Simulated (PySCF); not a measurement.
These are PySCF with r2SCAN-D4/def2-TZVP values and carry that method's errors. Isolated molecules, 0 K electronic values unless said otherwise. Excitations are Tamm–Dancoff values on a coarser integration grid. The basis has no diffuse functions, so Rydberg states are missing or too high.

Reference species (SMILES): `ClB(Cl)Cl` (neutral, multiplicity 1).

```json
{
 "brightest of the four lowest singlets (TDA)": "7.24 eV",
 "S1 excitation (TDA)": "5.71 eV",
 "HOMO–LUMO gap": "5.66 eV"
}
```

Changed species: `BCl` (2 of 3 Cl replaced by H; the reference has 0 of 3 Cl replaced by H).

Question: What does the change do to the brightest of the four lowest singlets (TDA), S1 excitation (TDA) and HOMO–LUMO gap?

Answer: the brightest of the four lowest singlets (TDA) rises by 0.38 eV, to 7.62 eV; the S1 excitation (TDA) decreases by 0.55 eV, to 5.16 eV; the HOMO–LUMO gap falls by 0.54 eV, to 5.12 eV.
